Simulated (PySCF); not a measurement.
Gas-phase reaction: 2 BHCl2 + 2 H → 2 BH2Cl + Cl2

Method: PySCF energies (xtb for GFN2) plus ideal-gas RRHO corrections (1 bar). † marks an energy on the PBE0/def2-TZVP geometry and frequencies; other levels use their own. CCSD(T) freezes the core. Open shells (unrestricted): H (multiplicity 2); the rest are closed-shell singlets. GFN2 has no spin-polarisation term. B3LYP is the form with VWN-RPA correlation. BH2Cl: computed as isolated molecules; such fragments, hydroxides, amides, oligomers or adducts are transient or little studied in the gas. CCSD(T) isn't extrapolated to the basis-set limit.

```tsv
level	ΔH°(298 K), kJ
B3LYP/def2-TZVP†	-112
BLYP/def2-TZVP†	___
CCSD(T)/def2-SVP†	-32
GFN2-xTB	___
HF/def2-TZVP†	___
M06-2X/def2-TZVP†	-89
PBE/def2-TZVP†	___
PBE0/def2-SVP†	-28
ωB97X-V/def2-TZVP†	-88
```

Question: Some entries are withheld; supply them.

Answer: 
- BLYP/def2-TZVP†, ΔH°(298 K), kJ: -114
- GFN2-xTB, ΔH°(298 K), kJ: -336
- HF/def2-TZVP†, ΔH°(298 K), kJ: -5
- PBE/def2-TZVP†, ΔH°(298 K), kJ: -76
